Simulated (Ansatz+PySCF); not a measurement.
A calculation with Ansatz (development build ahead of 0.2.0).

```yaml
crystal:
  periodic: [false, false, false]
  atoms:
    - { symbol: C, position_ang: [0.0, 0.01705, -0.74546] }
    - { symbol: C, position_ang: [0.0, -0.0455, 0.85367] }
    - { symbol: H, position_ang: [1.00845, 0.01595, 1.46421] }
    - { symbol: H, position_ang: [-1.00845, 0.01595, 1.46421] }
    - { symbol: H, position_ang: [0.0, 1.14487, -1.15128] }
    - { symbol: H, position_ang: [0.96274, -0.50303, -1.21321] }
    - { symbol: H, position_ang: [-0.96274, -0.50303, -1.21321] }
basis:
  gaussian: { orbitals: def2-SVP }
magnetization:
  initial_magnetization: 1
hamiltonian:
  xc: hf
correlation:
  method: mp2
  frozen_orbitals: { C: 1, H: 0 }
```

The input is written out in the form of the current development build from the run's settings. Correlation on restricted open-shell orbitals is semicanonical, with singles.

Results

```
Converged                                                          : yes
Reference energy                                                   : -78.50379 hartree
Correlation energy                                                 : -0.27690 hartree
Total energy                                                       : -78.78069 hartree
Spin squared of the determinant                                    : 0.750
Stability test                                                     : minimum among restricted orbitals
Occupied orbitals by symmetry in an Abelian subgroup (alpha; beta) : 7 A' 2 A''; 6 A' 2 A''
```
